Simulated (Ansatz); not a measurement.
**SiH4O (built from SMILES O[SiH3]): search for a transition state**

Is there a first-order saddle for this 1,1-elimination, which should form O2–H3 and break Si1–O2, Si1–H3, and which two structures does it connect?

Program: Ansatz 0.2.0, Gaussian basis. Level of theory: PBE0-D4, def2-SVP first, then def2-TZVP. These are calculated values, not measurements.

90 further runs of the same task are left out: 90 set aside as unsound or not needed.

### Step 1. The system as given

The guess: 6 atoms, charge 0, spin multiplicity 1.

Atoms are counted from 1 here; the program's logs count them from 0.

Bond lengths: Si1–H4 1.469 Å, Si1–H5 1.462 Å, O2–H6 0.961 Å. Angles: H4–Si1–H5 104.0°.

As a file:

```xyz
6
H4OSi
Si   -0.94190    0.14350   -0.02400
O     1.03460   -0.34900   -0.39220
H     0.15120   -1.25020   -0.61570
H    -0.88510    0.46880    1.40750
H    -1.04690    1.44620   -0.67910
H     1.68810   -0.45930    0.30350
```

Distances that are to change: O2–H3 1.28 Å, Si1–O2 2.07 Å, Si1–H3 1.87 Å.

### Step 2. Relaxing the guess with the reacting distances held

hold/in.yaml reads:

```yaml
crystal:
  periodic: [false, false, false]
  atoms:
    - {symbol: Si, position_ang: [-0.941900, 0.143500, -0.024000]}
    - {symbol: O, position_ang: [1.034600, -0.349000, -0.392200]}
    - {symbol: H, position_ang: [0.151200, -1.250200, -0.615700]}
    - {symbol: H, position_ang: [-0.885100, 0.468800, 1.407500]}
    - {symbol: H, position_ang: [-1.046900, 1.446200, -0.679100]}
    - {symbol: H, position_ang: [1.688100, -0.459300, 0.303500]}
basis:
  gaussian: {orbitals: def2-SVP}
hamiltonian: {xc: pbe0, dispersion: d4}
relax: {f_tol: 0.08, max_steps: 120, escape_saddle: false, constraints: [{distance: [1, 2]}, {distance: [0, 1]}, {distance: [0, 2]}]}
```

On the command line:

```bash
> ansatz run in.yaml --threads 2 --pin off --events-out ev --progress --plain --max-ram 4352MiB
```

The runs that follow: Force constants to start from; Saddle search in the small basis; Saddle search in triple zeta; Vibrations at the point found; Relaxing after a step of 0.30 Å one way along the mode; Relaxing after a step of 0.30 Å the other way along the mode.

**Question.** What will these runs give? Wanted: imaginary mode; barrier from the start side; barrier from the end side; energy of the step; pairs that change; zero-point energy at the saddle.

**Answer**, as computed:

| quantity | value |
| --- | --- |
| imaginary mode | 1522i cm⁻¹ |
| barrier from the start side | 328.9 kJ/mol |
| barrier from the end side | 85.8 kJ/mol |
| energy of the step | +243.1 kJ/mol |
| pairs that change | O2–H3 formed, Si1–O2 loosened, Si1–H3 broken |
| zero-point energy at the saddle | 0.943 eV |

What this shows: One imaginary mode, 1522i cm⁻¹, makes this a first-order saddle. Going downhill both ways gives the intended start and end. A bond meant to break is only loosened at the end: the products stay bound as an adduct. At PBE0-D4/def2-TZVP the electronic barrier is 328.9 kJ/mol, about 133 kT at 298 K, and the step runs 243.1 kJ/mol uphill. The barrier is thin enough for tunnelling; the leading (Wigner) term alone is a factor of 3.2 at 298 K. A step off the saddle overshot and began above it in energy, so the link to its end is likely but not proven.
